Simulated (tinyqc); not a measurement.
Inside a calculation. Method: RHF in the sto-6g basis, for H3O+, spin multiplicity 1. One step of it, computed by the program tinyqc.

Task: Orthogonalisation. S = U s U^T; symmetric (Loewdin) form X = U s^(-1/2) U^T, so that X^T S X = 1.

overlap S:
```
           1O 1s     1O 2s     1O 2px     1O 2py     1O 2pz      2H 1s      3H 1s      4H 1s
1O 1s   1.000000  0.231145   0.000000   0.000000   0.000000   0.055262   0.055283   0.055283
1O 2s   0.231145  1.000000   0.000000   0.000000   0.000000   0.475928   0.476034   0.476034
1O 2px  0.000000  0.000000   1.000000   0.000000   0.000000   0.390403  -0.195263  -0.195263
1O 2py  0.000000  0.000000   0.000000   1.000000   0.000000   0.000000   0.338128  -0.338128
1O 2pz  0.000000  0.000000   0.000000   0.000000   1.000000  -0.038058  -0.038070  -0.038070
2H 1s   0.055262  0.475928   0.390403   0.000000  -0.038058   1.000000   0.205490   0.205490
3H 1s   0.055283  0.476034  -0.195263   0.338128  -0.038070   0.205490   1.000000   0.205577
4H 1s   0.055283  0.476034  -0.195263  -0.338128  -0.038070   0.205490   0.205577   1.000000
```

Give: eigenvalues of S; X.

Result:

eigenvalues of S: 0.3299  0.4081  0.4082  0.9697  1.0104  1.3863  1.3864  2.1010

X:
```
          1O 1s    1O 2s   1O 2px   1O 2py   1O 2pz    2H 1s    3H 1s    4H 1s
1O 1s    1.0237  -0.1466   0.0000   0.0000   0.0021   0.0188   0.0188   0.0188
1O 2s   -0.1466   1.3412  -0.0001   0.0000  -0.0251  -0.2809  -0.2810  -0.2810
1O 2px   0.0000  -0.0001   1.1321   0.0000   0.0000  -0.2857   0.1429   0.1429
1O 2py   0.0000   0.0000   0.0000   1.1321   0.0000   0.0000  -0.2475   0.2475
1O 2pz   0.0021  -0.0251   0.0000   0.0000   1.0020   0.0221   0.0221   0.0221
2H 1s    0.0188  -0.2809  -0.2857   0.0000   0.0221   1.2131  -0.0694  -0.0694
3H 1s    0.0188  -0.2810   0.1429  -0.2475   0.0221  -0.0694   1.2132  -0.0694
4H 1s    0.0188  -0.2810   0.1429   0.2475   0.0221  -0.0694  -0.0694   1.2132
```
